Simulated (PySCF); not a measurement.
Molecule: SMILES C(=C=C)CC, C₅H₈.

Atoms are numbered as in `[CH2:1]=[C:2]=[CH:3][CH2:4][CH3:5]`; H(Xn) means a hydrogen on atom n.

Spin–spin couplings on one PBE0-D3(BJ)/def2-SVP geometry, PySCF 2.14, gas phase, non-relativistic, equivalent pairs averaged (without the spin–dipole term); isotopes ¹³C, ¹H; functional B3LYP.

Q: How do the couplings (Hz) change with the basis set? Times are CPU seconds on shared hosts with different chips, so compare them loosely. Far from the basis limit: 6-31G*, pcJ-0, 6-31G-J, def2-TZVP, cc-pVTZ.

A: 
```tsv
basis set	functions	¹J(C1,H(C1))	¹J(C3,H(C3))	¹J(C4,H(C4))	¹J(C5,H(C5))	¹J(C2,C3)	¹J(C1,C2)	¹J(C3,C4)	core-s
6-31G*	86	178.8	169.2	147.2	141.4	116.3	112.6	59.5	4.3
pcJ-0	89	158.8	151.4	115.5	113.7	86.9	84.9	37.6	9.5
6-31G-J	92	184.8	173.6	138.6	137.0	111.5	110.9	49.0	11
def2-TZVP	203	169.2	160.1	126.9	125.7	109.4	108.3	46.7	33
pcJ-1	215	178.9	168.0	134.3	133.2	111.4	110.6	47.7	32
cc-pVTZ	262	162.4	150.8	117.9	118.4	136.1	125.8	37.5	47
```

The Fermi-contact term samples the wavefunction at the nucleus, which is why sets with added tight s functions (names with J) are made for couplings.
